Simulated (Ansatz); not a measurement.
# ClF, singlet: the ladder up to RCCSDTQ

Geometry: MP2(full)/6-31G*, from the G2/97 set.

```xyz
2

F     0.0000    0.0000    0.0000
Cl    0.0000    0.0000    1.6591
```

Basis cc-pV(D+d)Z; Ansatz 0.2.0. Only valence electrons are correlated (noble-gas cores frozen), which leaves 14 electrons in 31 orbitals. R marks a restricted (for open shells ROHF) determinant.

Full CI isn't at hand for all of this; RCCSDTQ serves as the reference, and is uncertain by about the last step of the cluster series.

```
UHF ⟨S²⟩                          : 0.000
T1 diagnostic (RCCSD)             : 0.0107
largest doubles amplitude (RCCSD) : 0.113
```

```
    level  E − E(RCCSDTQ) (mEh)  share of correlation (%)  wall time
      RHF                357.40                      0.00          –
     RMP2                 26.86                     92.49          –
    RCCSD                  8.74                     97.56          –
 RCCSD(T)                  1.41                     99.61     0.33 s
   RCCSDT                  0.96                     99.73          –
RCCSDT(Q)                 -0.06                    100.02      3.5 s
```

The correlation energy at RCCSDTQ, counted from RHF, is -9.725 eV. That run took 5.5 s on 5 threads of AMD EPYC 7R13 with a whole H100 80 GB, shared host.

Times hold each run's SCF and search for its determinant on a shared host, so for small cases they say little of a method's own cost; they ran on 1 thread of AMD EPYC 7R13.

Atomization energy (electronic, same basis, no zero-point term; atoms at the same level, unrestricted beside the R rows where the molecule is a closed shell, with restricted open-shell steps beyond CCSDT(Q)) at RCCSDTQ: 187.9 kJ/mol. Errors of other levels:

```json
{"level": "RHF", "error (kJ/mol)": "-188.5"}
{"level": "RMP2", "error (kJ/mol)": "14.5"}
{"level": "RCCSD", "error (kJ/mol)": "-15.1"}
{"level": "RCCSD(T)", "error (kJ/mol)": "-2.1"}
{"level": "RCCSDT", "error (kJ/mol)": "-1.8"}
{"level": "RCCSDT(Q)", "error (kJ/mol)": "0.2"}
```

This basis is far from its limit, so the value isn't to be set against a measured one.
